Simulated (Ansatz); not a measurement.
For rock-salt ZrC, PBE in Ansatz (plane waves, PAW) gives:

| Quantity | Result |
|---|---|
| lattice constant a | 4.709 Å |
| bulk modulus B0 | 222 GPa |
| elastic constant C11 | 458 GPa |
| elastic constant C44 | 153 GPa |
| polycrystal shear modulus | 162 GPa |
| enthalpy of formation | -0.859 eV/atom |

**Question.** What does HSE06 (plane waves, PAW; Ansatz, an electronic-structure program) give for the same quantities?

**Answer.** 
- lattice constant a: 4.691 Å (decreases by 0.4 %)
- bulk modulus: 237 GPa (goes up by 6.8 %)
- elastic constant C11: 496 GPa (goes up by 8.3 %)
- elastic constant C44: 176 GPa (increases by 15 %)
- Voigt–Reuss–Hill shear modulus: 183 GPa (grows by 13 %)
- formation enthalpy: -0.982 eV/atom (moves by -0.123 eV/atom)

For comparison: lattice constant a 4.696 Å (measured, temperature not stated, no zero-point or thermal correction; as tabulated in Zhang et al. (2018), doi:10.1088/1367-2630/aac7f0); bulk modulus 223 GPa (measured, temperature not stated, no zero-point or thermal correction, from single-crystal elastic constants, sources range from 208 to 223; as tabulated in arXiv:1102.4063); elastic constant C11 470 GPa (measured, temperature not stated, no zero-point or thermal correction; as tabulated in Wu et al. (2005), arXiv:cond-mat/0412374); elastic constant C44 160 GPa (measured, temperature not stated, no zero-point or thermal correction; as tabulated in Wu et al. (2005), arXiv:cond-mat/0412374); formation enthalpy -1.019 eV/atom (measured, 298 K, copied from a table, unchecked, no zero-point or thermal correction; as tabulated in Wang et al. (2021), doi:10.1038/s41598-021-94550-5).

Changes are worked out from the printed values.

Unless a cell is named, each level is at its own relaxed cell (PBE 13.05, HSE06 12.90 Å³/atom).

Caveats: hybrids on metals are sensitive to the k mesh (HSE06); hybrids on metals are sensitive to the k mesh and can open a false gap (HSE06). Ansatz's density-functional and Hartree–Fock values are scalar-relativistic unless marked +SOC, with PAW data made under PBE.
